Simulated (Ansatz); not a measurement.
The first iterations of a band of CH5AlB (8 atoms, charge 0, multiplicity 2).

Level of theory: Ansatz 0.2.0, UKS PBE/def2-SVP.

| Property | Result |
| --- | --- |
| movable images | 9 |
| climbing image | yes |
| spring | 5.0 eV/Å² |
| optimiser | quadratic models (default) |
| start path | IDPP |
| force threshold | 0.05 eV/Å |
| iteration limit | 54 |
| end points | relaxed |

Image 0:

```xyz
8
Properties=species:S:1:pos:R:3
B -0.669 0.310 -0.660
C 0.477 0.734 0.253
Al 0.799 -1.134 0.958
H -0.448 -0.087 -1.793
H -1.814 0.258 -0.238
H 0.263 1.321 1.171
H 1.456 1.019 -0.186
H -0.063 -2.421 0.495
```

Image 10:

```xyz
8
Properties=species:S:1:pos:R:3
B -0.669 0.310 -0.661
C 0.477 0.734 0.253
Al 0.796 -1.134 0.960
H -1.815 0.263 -0.241
H -0.447 -0.091 -1.793
H 0.264 1.324 1.169
H 1.458 1.015 -0.185
H -0.065 -2.421 0.498
```

| iteration | highest image above the first end (eV) | largest band force component (eV/Å) |
| --- | --- | --- |
| 1 | 1.360 | 2.724 |
| 2 | 0.639 | 1.136 |

Task: Does the band converge within its limit, and where does its top end?

Result: The run converged. It ended after 8 iterations with the highest image 0.578 eV above the first end. A vibrational analysis at the climbing image gives 2 clearly imaginary modes (417i, 155i cm⁻¹): a point of higher order, so a lower path passes nearby.

Time of the run: 3.1 min on 1 thread of Arm Neoverse V2, with other jobs on the host, peak memory 0.15 GiB.
